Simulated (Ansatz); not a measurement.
**Two structures, one formula**

The two ends of one reaction step of SiNH$_{6}$, doublet (PBE0-D4/def2-TZVP).

A:

```xyz
8
angstrom
H 0.9456 -0.6932 1.1052
N 0.9738 0.1611 0.5722
Si -0.1768 0.4173 -0.6808
H -1.4786 -2.2978 1.0909
H 1.2531 0.9341 1.1545
H -1.5831 0.6612 -0.2389
H 0.2555 1.6080 -1.4574
H -0.1895 -0.7908 -1.5457
```

B:

H1  (0.090, -2.250, 1.528)
N2  (0.364, 0.268, 0.618)
Si3  (-0.195, 0.856, -0.936)
H4  (-0.003, -2.959, 1.749)
H5  (0.818, 1.001, 1.168)
H6  (-1.227, 1.911, -0.722)
H7  (0.938, 1.442, -1.707)
H8  (-0.785, -0.270, -1.697)
(Å)

Ansatz 0.2.0; basis: def2-TZVPP; cores frozen in the correlated methods; orbitals are unrestricted. B3LYP uses VWN-RPA correlation.

Question: Which structure is lower at CCSD(T), and by how much? (To be estimated.)

Answer: Computed: A, by 29.8 kJ/mol (electronic energy, against the other). By their contacts, A is a complex of SiNH₅ ([NH2][SiH3]) + H and B is a complex of SiNH₄ ([NH][SiH3]) + H₂.

All methods give the same order:

```tsv
method	E(B) − E(A) (kJ/mol)
SPW92	62.2
PBE-D4	34.5
BLYP-D4	12.2
r2SCAN-D4	21.0
B97M-V	23.4
PBE0-D4	37.2
B3LYP-D4	17.7
r2SCAN0-D4	23.1
BHLYP-D4	17.4
CAM-B3LYP-D4	27.6
wB97X-V	32.1
wB97M-V	32.0
B2PLYP	28.6
PBE-QIDH	45.4
RPA on PBE	18.6
HF	13.9
MP2	62.2
CCSD	25.6
CCSD(T)	29.8
```

T1 diagnostic: at most 0.015. ⟨S²⟩ of the unrestricted Hartree–Fock references: 0.75 to 0.76 (a pure state has 0.75).

Labels in which every atom is bracketed show which atoms are joined, not bond orders.

For scale, one of the runs: CCSD(T)/def2-TZVPP, 157 basis functions, launched by `ansatz run in.yaml --threads 2 --pin off --events-out ev --progress --plain --max-ram 4352MiB`. Hardware: 2 CPU threads of an Arm Neoverse V1, shared host. Wall time 47 s; peak host memory 2.5 GiB.
